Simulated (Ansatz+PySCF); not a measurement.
## doublet NaH2O: levels of theory in one basis

```
atom    x (Å)    y (Å)    z (Å)
  Na   0.0000   0.0000  -1.2215
   O  -0.0001   0.0000   1.1587
   H   0.0004   0.7581   1.7196
   H   0.0004  -0.7581   1.7196
```

Basis set: cc-pVTZ on H, O; cc-pCVTZ on Na (spherical functions). Frozen core: 2 orbitals. Correlation on ROHF uses semicanonical orbitals with singles. Charge 0, multiplicity 2.

Computed with Ansatz (development build ahead of 0.2.0) and PySCF 2.14.0; each method stands on the lowest determinant of its kind that the runs found.

| method | E − E(ROHF) (eV) | <S²> of the determinant |
| --- | --- | --- |
| ROHF | 0.00 | 0.75 |
| UHF | 0.00 | 0.75 |
| ROHF-MP2 | -14.37 | – |
| UHF-MP2 | -14.38 | 0.75 |
| ROHF-CCSD | -14.65 | – |

Question: What does ROHF-CCSD(T) give on the same scale?

Answer: -14.95 eV.
